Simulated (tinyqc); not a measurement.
Inside a calculation. Method: Hueckel theory of the pi electrons with the omega technique, for the molecule NC=CCl (SMILES; centres numbered as the heavy atoms are written). One step of it, computed by the program tinyqc.

Problem. Orbitals, round 2. Diagonalise; E = alpha + x beta with beta < 0, so the largest x are filled first; degenerate levels share their electrons. P = sum n_i c_ri c_si; each orbital has its largest coefficient positive (the first on a tie).

matrix after round 1:
```
           1N        2C         3C       4Cl
1N   1.546182  0.720000   0.000000  0.000000
2C   0.720000  0.016357   1.000000  0.000000
3C   0.000000  1.000000  -0.109416  0.460000
4Cl  0.000000  0.000000   0.460000  2.186877
```

pi electrons, sum of z_r less the charge = 6

Give: x values; occupations; coefficients; charge and bond-order matrix P.

Solution.

x values: 2.3050  1.8905  0.6179  -1.1733

occupations: 2.0000  2.0000  2.0000  0.0000

coefficients:
```
        MO1      MO2      MO3      MO4
1N   0.1437   0.8656  -0.4432  -0.1833
2C   0.1515   0.4140   0.5714   0.6922
3C   0.2432   0.1525   0.6628  -0.6916
4Cl  0.9472  -0.2367  -0.1943   0.0947
```

charge and bond-order matrix P:
```
          1N       2C       3C      4Cl
1N    1.9328   0.2537  -0.2535   0.0347
2C    0.2537   1.0417   0.9574  -0.1311
3C   -0.2535   0.9574   1.0434   0.1309
4Cl   0.0347  -0.1311   0.1309   1.9821
```
